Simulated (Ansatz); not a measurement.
**UB2PLYP/STO-3G run of [O2]− (SMILES [O][O-])**

What is the energy change on altering one bond length of [O2]− at UB2PLYP/STO-3G? 

Program for the calculation: Ansatz 0.2.0.

17 further runs of the same task are left out: 13 that didn't finish, 4 set aside as unsound or not needed.

## Step 1: The molecule

The species is [O2]− (2 atoms), meant as a doublet with charge -1. SMILES: `[O][O-]`. The shape is that of a GFN2-xTB optimisation.

Bond lengths: O1–O2 1.341 Å.

## Step 2: A single-point energy at UB2PLYP/STO-3G

Contents of in.yaml:

```yaml
crystal:
  periodic: [false, false, false]
  atoms:
    - {symbol: O, position_ang: [0.000000, 0.000000, 0.000000]}
    - {symbol: O, position_ang: [0.000000, 0.000000, 1.341480]}
basis:
  gaussian:
    orbitals: STO-3G
total_charge: -1
magnetization:
  spin_polarized: true
  initial_magnetization: 1
hamiltonian:
  xc: {name: B2PLYP}
correlation:
  frozen_orbitals: {O: 1}
accuracy: high
```

Command:

```console
$ ansatz run in.yaml --threads 1 --pin off --max-ram 2610MiB --events-out events.jsonl --progress --plain --runs-dir runs
```

Output:

```text
Warning: RAYON_NUM_THREADS=1 ignored (pool sized by the plan → 1); use --threads N
Functional definition: B2PLYP
  name "B2PLYP"
  parameter a = 0.53
  parameter c = 0.27
  exchange = (1 - a)*b88_x + a*exact_x
  correlation = (1 - c)*lyp_c + c*(mp2_os + mp2_ss)
149 factors; integrals over basis functions are off by at most 4.1e-8 eV
mean field evaluation 1: about -4022.5412 eV, gradient 4.6e0 eV
mean field evaluation 2: about -4022.5727 eV, gradient 4.7e0 eV
mean field evaluation 4: about -4022.7125 eV, gradient 4.6e-2 eV
mean field evaluation 8: about -4022.7122 eV, gradient 6.5e-5 eV
mean field -4022.71215115 eV, -147.8319448626 hartree, gradient 1.6e-10 eV, S^2 0.750356; 0 other end points of the search recorded, 0 dependent functions left out
2 core orbitals not correlated: weight in the atoms' cores, before any rotation towards them, 1.000 or more for the frozen orbitals, at most 0.000 for the correlated occupied ones
reference -4022.71215972 eV, -147.8319451774 hartree; 7, 6 occupied and 1, 2 virtual orbitals, 149 factors
second order -2.30527608 eV of doubles, -0.00000000 eV of singles
Total energy: -4023.33458426 eV, -147.8548188574 hartree
```

Run time: 0.58 s. Hardware: 1 thread of Arm Neoverse V1, shared host; peak memory 0.092 GiB.

## Step 3: The distorted shape

Contents of job.yaml:

```yaml
crystal:
  periodic: [false, false, false]
  atoms:
    - symbol: O
      position_ang: [0.000000, 0.000000, -0.335320]
    - symbol: O
      position_ang: [0.000000, 0.000000, 1.341480]
basis:
  gaussian:
    orbitals: STO-3G
total_charge: -1
magnetization:
  spin_polarized: true
  initial_magnetization: 1
hamiltonian:
  xc: {name: B2PLYP}
correlation:
  frozen_orbitals: {O: 1}
accuracy: high
```

Command:

```console
$ ansatz run job.yaml --threads 1 --pin off --max-ram 2610MiB --events-out events.jsonl --progress --plain --runs-dir runs
```

Output, cut to the lines that bear on the results:

```text
Warning: RAYON_NUM_THREADS=1 ignored (pool sized by the plan → 1); use --threads N
[... 2 set-up lines as earlier in the session ...]
[...]
149 factors; integrals over basis functions are off by at most 4.4e-8 eV
[...]
mean field -4020.58772204 eV, -147.7538735327 hartree, gradient 7.2e-8 eV, S^2 0.799020; 7 other end points of the search recorded, 0 dependent functions left out
2 core orbitals not correlated: weight in the atoms' cores, before any rotation towards them, 1.000 or more for the frozen orbitals, at most 0.000 for the correlated occupied ones
reference -4020.58773092 eV, -147.7538738590 hartree; 7, 6 occupied and 1, 2 virtual orbitals, 149 factors
second order -2.24370304 eV of doubles, -0.00000000 eV of singles
Total energy: -4021.19353074 eV, -147.7761365918 hartree
```

Wall time 1.6 s (1 thread of Arm Neoverse V1, shared host); peak memory 0.091 GiB.

## Step 4: Summary of results

Level: UB2PLYP/STO-3G, 2 core orbitals frozen.

```
                                                         quantity          value
                                        first shape: total energy  -147.85482 Eh
                                                first shape: ⟨S²⟩          0.750
                                    distorted shape: total energy  -147.77614 Eh
                                            distorted shape: ⟨S²⟩          0.799
energy change with the O1–O2 bond stretched from 1.341 to 1.677 Å       2.141 eV
```

What this shows: With the O1–O2 bond stretched from 1.341 to 1.677 Å the energy rises by 2.14 eV (49 kcal/mol). The first shape isn't relaxed at this level, so the change isn't measured from a minimum. The minimal basis adds a large error of its own.
